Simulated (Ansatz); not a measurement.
Isomers of C3H4, relaxed with PBE0-D4/def2-TZVP in Ansatz; electronic energies, one conformer each and not always the lowest. Functionals use def2-TZVPP; CBS adds triple-zeta CCSD(T) − MP2 to the MP2 limit of def2-TZVPP and def2-QZVPP.

Question: Order them by energy at frozen-core CCSD(T)/CBS, lowest first. (An estimate is asked.)
A. `C#CC`
B. `C1=CC1`
C. `C=C=C`

Answer: A (0.0 kcal/mol), C (1.4 kcal/mol), B (23.4 kcal/mol).

Question: How do PBE0-D4, B3LYP, B3LYP-D4, ωB97M-V place them (kcal/mol, against `C#CC`)? (An estimate is asked.)

Answer: Ansatz gave: 
```
  isomer  PBE0-D4  B3LYP  B3LYP-D4  ωB97M-V
`C1=CC1`     18.9   23.8      23.6     21.6
 `C=C=C`     -1.8   -2.0      -2.1     -0.3
```

B3LYP here is the variant with VWN-RPA as its local correlation; programs differ in this.
